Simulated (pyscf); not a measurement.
PySCF, gas phase, ωB97X-D3(BJ)/def2-SVP geometries. MP2 and CC: frozen core, UHF for open shells. ΔMP2 is the change of the MP2 total energy from the triple- to the quadruple-zeta basis.

**Question.** PBE/def2-TZVP puts the barrier of H₂C=NH + methyl (CH₃•) -> H₃C–CH₂–NH• (addition; doublet surface; none broken, C–C formed) at 1.3 kcal/mol and the reaction energy at -25.2 kcal/mol, from the separated reactants. What do B3LYP-D3(BJ)/def2-TZVP, ωB97M-D3(BJ)/def2-TZVP, CCSD(T)/def2-TZVPP + ΔMP2(QZVPP) give on the same structures?

**Answer.** B3LYP-D3(BJ): ΔE‡ = 2.8 kcal/mol, ΔE = -23.9 kcal/mol; ωB97M-D3(BJ): ΔE‡ = 4.7 kcal/mol, ΔE = -24.9 kcal/mol; CCSD(T): ΔE‡ = 6.1 kcal/mol, ΔE = -23.1 kcal/mol. PBE's barrier lies under all of them, by 1.6 to 4.8 kcal/mol. Its reaction energy lies under all of them, by 0.3 to 2.2 kcal/mol. H₃C–CH₂–NH• lies 8.9 kcal/mol over its isomer H₃C–CH•–NH₂, and others may lie lower still (electronic energy, ωB97M-D3(BJ)). This is the saddle that the search found; another between the same sides may lie lower. The CCSD(T) − MP2 part came from Ansatz, without density fitting, on the same reference. A UHF reference is spin-contaminated (<S²> up to 0.97), which harms MP2 most.
